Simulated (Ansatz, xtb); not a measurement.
# Relative energy of two structures of CH2OSi

We compare I, a singlet given by its coordinates, with II, `C=[Si]=O`, a singlet. Both are isolated molecules in the gas phase, relaxed with B3LYP/6-31G*.

I (Å):

```xyz
5

C    -1.6895   -1.0812   -0.8129
O    -1.7856   -1.7897    0.0848
Si   -1.5480    0.3833   -2.0005
H    -2.6475   -0.2173   -2.8481
H    -0.3548   -0.2798   -2.6520
```

Close contacts (Å): C1–O2 1.15, C1–Si3 1.89, Si3–H4 1.51, Si3–H5 1.51.

II (Å):

```xyz
5

C    -2.0316   -1.2444   -1.6604
O    -0.1059    1.2480   -2.2332
Si   -1.0892    0.1855   -1.7462
H    -1.7416   -1.9804   -0.9135
H    -3.1016   -1.1384   -1.8264
```

Energies in hartree; the thermal terms are from B3LYP/6-31G* harmonic frequencies (ideal gas, rigid rotor, one conformer each, 298.15 K, 1 atm) and include the zero-point energy:

|  | I | II |
| --- | --- | --- |
| E, CCSD(T)/def2-TZVPP | −403.362898 | −403.357303 |
| zero-point energy | 0.022284 | 0.026494 |
| H(298 K) − E | 0.027440 | 0.031741 |
| G(298 K) − E | −0.003386 | 0.001042 |

**Question.** Work out ΔE, ΔE₀, ΔH and ΔG for I → II in kJ/mol (1 Eh = 2625.50 kJ/mol) and the equilibrium ratio [II]/[I].

**Answer.** 1. ΔE = −403.357303 − (−403.362898) = +0.005595 Eh = +14.69 kJ/mol.
2. ΔE₀ = ΔE + ΔZPE = +0.005595 + (+0.004210) Eh = +25.74 kJ/mol.
3. ΔH = ΔE + (+0.004301) Eh = +25.98 kJ/mol.
4. ΔG = ΔE + (+0.004428) Eh = +26.32 kJ/mol, so ΔS = (ΔH − ΔG)/T = −1.1 J/(mol K).
5. kT = 0.9442 mEh, so K = [II]/[I] = exp(−ΔG/kT) = exp(−10.62) ≈ 2.5 × 10^−5.

Structure I is favoured at this temperature. An error of 4 kJ/mol in ΔG would change K by a factor of 5. GFN2-xTB, MP2/def2-TZVPP gave ΔE the other sign. Large T1 diagnostics make the coupled-cluster value less sure. Mirror images and further conformers aren't counted.

Other levels gave ΔE = −236.6 (GFN2-xTB); +226.8 (HF/STO-3G, GFN2-xTB geometries); +14.6 (r2SCAN-D4/def2-SVP, GFN2-xTB geometries); +60.0 (B3LYP/6-31G*); +54.0 (HF/def2-TZVPP); −9.3 (MP2/def2-TZVPP) kJ/mol. The correlated steps freeze 7 core orbitals. Programs: Ansatz 0.2.0, xtb 6.7.1.
